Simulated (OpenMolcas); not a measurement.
# Worked example: vertical energy of the triplet above the singlet of [NO2]+ (SMILES O=[N+]=O)

[NO2]+ has 3 atoms, charge +1, and is taken as a singlet. SMILES: `O=[N+]=O`. The shape is that of a GFN2-xTB optimisation.

```xyz
3

O    -0.5632    0.9112   -0.2060
N     0.0000    0.0000    0.0000
O     0.5632   -0.9112    0.2060
```

Both states at this one shape; open shells run unrestricted unless said. 1 Eh = 27.2114 eV.

| level | program | singlet [NO2]+ (Eh) | triplet [NO2]+ (Eh) |
| --- | --- | --- | --- |
| HF/STO-3G | OpenMolcas | -200.903141 | -200.774436 |
| HF/STO-3G, open shells restricted | OpenMolcas | -200.903141 | -200.772555 |

Task: Work out the vertical gap, second state less first, at each level.

Result: 
1. HF/STO-3G: -200.774436 − (-200.903141) = 0.128705 Eh = 3.50 eV.
2. HF/STO-3G, open shells restricted: -200.772555 − (-200.903141) = 0.130586 Eh = 3.55 eV.

No measured value is set beside it here; the levels span 3.50 to 3.55 eV. Minimal sets are far from the basis-set limit.
